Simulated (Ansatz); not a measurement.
fcc Ag, treated with LDA in Ansatz (PAW).

A relaxed, unreconstructed slab of the (100) face has 6 atoms, two equal faces of 8.004 Å² each and an energy of -44747.6276 eV. A bulk cell of 2 atoms with the same orientation and in-plane k mesh has -14916.3080 eV. Energies are extrapolated to zero smearing.

Numerical settings: plane-wave cutoff 500 eV, 20×20×1 k mesh (along the axes of the cell as run), Fermi–Dirac smearing 0.1 eV, scalar-relativistic PAW data made under PBE.

Worked out: γ = (E_slab − N E_bulk per atom)/2A = [-44747.6276 − 6 × (-14916.3080/2)]/(2 × 8.004) = 0.0810 eV/Å². With 16.022 J/m² per eV/Å² this is 1.30 J/m², or 0.65 eV per surface cell and face.

Ansatz is an electronic-structure program.
